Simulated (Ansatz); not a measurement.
A made-up structure of SiH3SO (charge +1), singlet:

```
6
angstrom
O -1.0570 -0.1595 -0.7851
Si 0.1339 0.0683 -0.3433
S 0.2108 -0.1255 1.6006
H -1.8542 -0.4014 -0.2609
H 1.1695 0.4303 -1.4608
H 1.3970 0.1879 1.2496
```

It is relaxed with PBE-D4/def2-SVP and then PBE0-D4/def2-TZVP (Ansatz 0.2.0). Atoms count as bonded within 1.22 times the sum of their covalent radii (H–H: 0.88 Å). The end point is not checked to be a true minimum.

Q: Does its bonding change? (A judgement: the text doesn't fix the answer.)

A: By the calculation: No: no bond forms or breaks.

Where it ends: The first stage lowers the energy by 4.66 eV in 8 steps. It ends as SiH₃SO ([OH][SiH][SH]), total charge +1:
O1  (-1.311, -0.199, -0.960)
Si2  (0.105, 0.060, -0.331)
S3  (0.460, -0.075, 1.668)
H4  (-2.146, -0.438, -0.543)
H5  (1.130, 0.406, -1.319)
H6  (1.762, 0.247, 1.485)
(Å)

Labels in which every atom is bracketed show which atoms are joined, not bond orders.

For scale, one of the runs: PBE0-D4/def2-TZVP relaxation, 123 basis functions, launched by `ansatz run in.yaml --threads 2 --pin off --events-out ev --progress --plain --max-ram 4352MiB`. Hardware: 2 CPU threads of an AMD EPYC 7R13, shared host. Wall time about 12 s.
